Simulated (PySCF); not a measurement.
# Structure from 2D NMR

Compound of formula C₄H₄O. Correlations simulated from computed shifts and couplings:

HSQC (one-bond C–H):
| δH | δC | $^{1}J$(C,H) (Hz) |
| --- | --- | --- |
| 7.57 | 147.1 | 209 |
| 6.70 | 116.7 | 182 |

COSY cross peaks (|J| ≥ 2 Hz):
| δH | δH | abs. J (Hz) | bonds |
| --- | --- | --- | --- |
| 7.57 | 6.70 | 2.1 | 3 |

HMBC (two and three bonds, |J| ≥ 2.5 Hz):
| δH | δC [abs. J in Hz] |
| --- | --- |
| 7.57 | 147.1 [8.0], 116.7 [13.2] |
| 6.70 | 147.1 [11.9], 116.7 [4.2] |

Theory: GFN2-xTB geometry, B3LYP/pcJ-1 coupling constants, shieldings: GIAO PBE0/pcSseg-1, in PySCF 2.14 (one conformer, no solvent, non-relativistic Hamiltonian, equivalent nuclei averaged).

Shifts are taken against calculated references (same method and geometry level): TMS for $^{1}$H (σ = 31.72 ppm) and $^{13}$C (σ = 186.93 ppm).

Exchangeable hydrogens are left out of these lists, and C,H couplings along chains are those of one rotamer, so weak HMBC peaks may be missing or extra.

Task: Which molecule is this?

Result: furan (SMILES c1ccoc1).

Atom-mapped SMILES (the numbers label the heavy atoms): `[cH:1]1[cH:2][cH:3][o:4][cH:5]1`; H(Xn) means a hydrogen on atom n.

δC 147.1 is C3/C5, an aromatic CH next to the ring oxygen (δH 7.57). δC 116.7 is C1/C2, an aromatic CH (δH 6.70). COSY links 7.57–6.70.

Unscaled 3J(H,H) at this level run about 10 % above measured values. Shifts are as computed. Against solution values, carbons near 30 ppm lie about +3 ppm off and those near 130 ppm about +5 ppm. Of 1211 compounds with measured shifts, 218 miss one by over three times the rms of a fit or turn the order of signals round; such compounds aren't used in these exercises.
